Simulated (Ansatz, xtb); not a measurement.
**Relative energy of two isomers of C4H9NS**

Structure X: `[H]/N=C(\C)CSC`, a singlet. Structure Y: `CS/C=C(/C)N`, a singlet. Both are isolated molecules in the gas phase, relaxed with PBE0-D3(BJ)/def2-SVP; the shapes shown needn't be the lowest conformers.

X (Å):

```xyz
15

C    -2.5921   -1.0637   -1.2297
C    -0.5152    0.7479   -1.4704
C    -1.2227    1.8381   -0.7127
C    -1.5639    3.0728   -1.4982
N    -1.5195    1.6196    0.5068
S    -1.6912   -0.1712   -2.5142
H    -3.4891   -1.4892   -1.7004
H    -1.9826   -1.8788   -0.8118
H    -2.8903   -0.3820   -0.4198
H    -0.0226    0.0615   -0.7668
H     0.2355    1.1549   -2.1650
H    -0.6443    3.5968   -1.8062
H    -2.1029    2.7921   -2.4164
H    -2.1854    3.7658   -0.9139
H    -2.0349    2.4185    0.8914
```

Y (Å):

```xyz
15

C     1.0492    1.5184    0.9525
C    -1.6459    1.1998    0.4150
C    -2.3196    0.0213    0.4254
C    -3.2617   -0.3448   -0.6794
N    -2.2462   -0.8785    1.4550
S    -0.5820    1.6675    1.7346
H     1.2386    0.4878    0.6205
H     1.7975    1.8008    1.7076
H     1.1365    2.2023    0.0955
H    -1.8175    1.9140   -0.3943
H    -3.2698    0.4205   -1.4651
H    -2.9702   -1.3060   -1.1359
H    -4.2860   -0.4641   -0.2910
H    -1.5089   -0.6954    2.1304
H    -2.4233   -1.8508    1.2422
```

Task: Estimate which is lower in electronic energy at CCSD(T)/def2-SVP + ΔMP2/def2-TZVPP, and by roughly how much.

Result: CCSD(T)/def2-SVP + ΔMP2/def2-TZVPP gives E(Y) − E(X) = +0.047 eV, slightly favouring structure X, which is too small a margin to settle the true order.

The same difference at several levels:

| level | geometry | E(Y) − E(X) (eV) | departure from the last row (eV) | job, with rough time for the two |
| --- | --- | --- | --- | --- |
| PBE0-D3(BJ)/def2-SVP | PBE0-D3(BJ)/def2-SVP | −0.086 | −0.133 | optimisation, 54 s |
| HF/def2-SVP | PBE0-D3(BJ)/def2-SVP | +0.018 | −0.029 | part of the CCSD(T) run |
| MP2/def2-SVP | PBE0-D3(BJ)/def2-SVP | +0.064 | +0.017 | part of the CCSD(T) run |
| CCSD(T)/def2-SVP | PBE0-D3(BJ)/def2-SVP | +0.121 | +0.074 | single point |
| CCSD(T)/def2-SVP + ΔMP2/def2-TZVPP | PBE0-D3(BJ)/def2-SVP | +0.047 |  | single point, 38 s |

As drawn, Y has 1 C=C, 1 C–N, 1 N–H in place of 1 C=N, 1 C–C, 1 C–H.

PBE0-D3(BJ)/def2-SVP puts the two in the other order. HF/def2-SVP finds them nearly level. The largest departure from CCSD(T)/def2-SVP + ΔMP2/def2-TZVPP is that of PBE0-D3(BJ)/def2-SVP, 0.133 eV. Levels run at GFN2-xTB geometries aren't shown. The last row adds to CCSD(T) the change of the MP2 difference between the two basis sets, here −0.074 eV.

With thermal terms from frequencies at re-optimised GFN2-xTB minima (ideal gas, soft modes damped towards free rotors, one conformer each, 298.15 K, 1 atm): the zero-point term adds −0.017 eV; ΔH is +0.042 and ΔG +0.024 eV.

The correlated steps freeze 10 core orbitals. Run with Ansatz 0.2.0, xtb 6.7.1; the last row on 2 threads of Intel(R) Xeon(R) 6975P-C (Granite Rapids) on a shared host.
